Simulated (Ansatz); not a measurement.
# C4H6O3: up Jacob's ladder to CCSD(T)

How much do the methods differ for C4H6O3? The plan is to run it at one geometry with functionals of several rungs and with coupled cluster, and see how far each lands from CCSD(T) at the basis-set limit for the atomisation energy.

The runs use Ansatz 0.2.0, Gaussian basis; functionals in def2-TZVPP, the program's frozen cores in correlated methods.

Plan: PBE-D4, r2SCAN-D4, PBE0-D4, B3LYP-D4, ωB97X-V, ωB97M-V, B2PLYP; CCSD(T)/def2-TZVPP; MP2/def2-QZVPP; extrapolation to the limit.

**1. The geometry**

An earlier PBE0-D4 in a triple-zeta def2 set relaxation fixed the geometry.

SMILES `O=COCC1CO1`, 13 atoms, charge 0, spin multiplicity 1.

Atoms are counted from 1 here; the program's logs count them from 0.

Bond lengths: O1–C2 1.196 Å, C2–O3 1.332 Å, C2–H8 1.100 Å, O3–C4 1.434 Å, C4–C5 1.500 Å, C4–H9 1.090 Å, C4–H10 1.092 Å, C5–C6 1.458 Å, C5–O7 1.416 Å, C5–H11 1.087 Å, C6–O7 1.418 Å, C6–H12 1.087 Å, C6–H13 1.086 Å. Angles: O1–C2–O3 126.1°, O1–C2–H8 124.8°, O3–C2–H8 109.1°, C2–O3–C4 116.1°, O3–C4–C5 111.5°, O3–C4–H9 105.6°, O3–C4–H10 109.3°, C5–C4–H9 109.7°, C5–C4–H10 110.8°, H9–C4–H10 109.8°, C4–C5–C6 120.3°, C4–C5–O7 114.6°, C4–C5–H11 115.9°, C6–C5–O7 59.1°, C6–C5–H11 119.0°, O7–C5–H11 114.9°, C5–C6–O7 59.0°, C5–C6–H12 119.3° and more.

**2. PBE-D4 (GGA)**

Contents of in.yaml:

```yaml
crystal:
  periodic: [false, false, false]
  atoms:
    - {symbol: O, position_ang: [-2.329723, 1.094752, -0.317523]}
    - {symbol: C, position_ang: [-1.915499, 0.355493, -1.161276]}
    - {symbol: O, position_ang: [-0.638183, 0.042387, -1.370609]}
    - {symbol: C, position_ang: [0.317609, 0.680850, -0.512709]}
    - {symbol: C, position_ang: [0.404696, -0.003218, 0.818972]}
    - {symbol: C, position_ang: [1.279972, -1.155257, 0.998695]}
    - {symbol: O, position_ang: [1.656464, 0.129136, 1.468004]}
    - {symbol: H, position_ang: [-2.540760, -0.174426, -1.894191]}
    - {symbol: H, position_ang: [1.274130, 0.602160, -1.028508]}
    - {symbol: H, position_ang: [0.048466, 1.731771, -0.390983]}
    - {symbol: H, position_ang: [-0.461273, 0.106373, 1.467020]}
    - {symbol: H, position_ang: [1.851298, -1.526291, 0.151059]}
    - {symbol: H, position_ang: [1.052794, -1.883740, 1.772058]}
basis:
  gaussian: {orbitals: def2-TZVPP}
hamiltonian: {xc: pbe, dispersion: d4}
output: {forces: true, orbitals: {seedname: orbitals}}
```

The run is started by

```console
$ ansatz run in.yaml --threads 2 --pin off --events-out ev --progress --plain --max-ram 22528MiB --backend cuda --devices 0, --max-vram 18GiB
```

Further steps of the session: r2SCAN-D4 (meta-GGA); PBE0-D4 (hybrid); B3LYP-D4 (hybrid); ωB97X-V (range-separated); ωB97M-V (range-separated); B2PLYP (double hybrid); CCSD(T) in def2-TZVPP; MP2 in def2-QZVPP.

Q: Predict the results of all the runs planned. Wanted: atomisation energy, CCSD(T)/CBS; farthest; mean size of error, hybrid; mean size of error, range-separated; gap, smallest and largest; T1 diagnostic; triples share of the correlation energy.

The runs gave:

```
                               quantity                                 value
        atomisation energy, CCSD(T)/CBS                         5507.3 kJ/mol
 functionals within 27.5 kJ/mol (0.5 %)                     B3LYP-D4, ωB97X-V
                               farthest                PBE-D4 (+229.9 kJ/mol)
             mean size of error, hybrid                           29.5 kJ/mol
    mean size of error, range-separated                           27.4 kJ/mol
              gap, smallest and largest  5.22 eV (PBE-D4), 12.93 eV (ωB97X-V)
                          T1 diagnostic                                0.0142
triples share of the correlation energy                                 4.1 %
```

What this shows: PBE-D4 is off by +229.9 kJ/mol. Double hybrids carry the basis error of their MP2 part in triple zeta, and no dispersion term here, so their miss is partly the set-up's. The reference freezes the cores and leaves out relativity and excitations past (T), so misses under about 27.5 kJ/mol can't be ranked. Hartree-Fock recovers 69 % of the binding; the rest is correlation. The gap grows from 5.2 to 12.9 eV across the functionals, mostly with the share of exact exchange.
